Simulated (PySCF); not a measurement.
Molecule: `CC(C)N(C)C`, C5H13N.

Atom-mapped SMILES (the numbers label the heavy atoms): `[CH3:1][CH:2]([CH3:3])[N:4]([CH3:5])[CH3:6]`. Hydrogens are named by the atom that carries them.

Geometry PBE0-D3(BJ)/def2-SVP throughout; GIAO in PySCF, gas phase, one conformer, non-relativistic; equivalent atoms averaged; basis pcSseg-1.

For orientation, mPW1PW91 gives these shifts δ (against TMS, NH3 at the same level): C2 54.9, C5/C6 39.5, C1/C3 17.2, N4 37.4, H(C2) 2.45, H(C5)/H(C6) 2.13, H(C1)/H(C3) 0.92 ppm.

A run gave: C2 58.4, C5/C6 40.8, C1/C3 17.0, N4 45.8, H(C2) 2.65, H(C5)/H(C6) 2.24, H(C1)/H(C3) 0.95 ppm (shifts δ (against TMS, NH3 at the same level)).

Which functional was used in that run?
A. BP86
B. CAM-B3LYP
C. OPBE
D. BLYP

Results:

A. N4 tells them apart best: BP86 gives 45.8, OPBE gives 40.6, BLYP gives 51.9, CAM-B3LYP gives 39.3 ppm.
